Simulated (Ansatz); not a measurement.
## How the smallest direct gap on the k points sampled of zinc-blende InP moves with the method

No measured value is used here.

```tsv
level (code)	value (eV)	cell (Å³/atom)
LDA+SOC (Ansatz)	[?]	25.27
r²SCAN-D4 (Ansatz)	1.09	25.51
r²SCANh (Ansatz)	1.52	25.57
Hartree–Fock (Ansatz)	7.12	25.27
```

### Question
What belongs in the gaps?

### Answer

- LDA+SOC (Ansatz, an electronic-structure program), value (eV): 0.43

Computed values are for a static lattice. Spin–orbit coupling is included only where a level's name says +SOC; with heavier elements it mostly lowers gaps and can invert bands.  Values are at the measured cell; r²SCAN-D4 at the level's own relaxed cell; r²SCANh at the level's own equilibrium cell. Cutoffs and k meshes differ between the levels. Ansatz's density-functional and Hartree–Fock values are scalar-relativistic unless marked +SOC, with PAW data made under PBE.
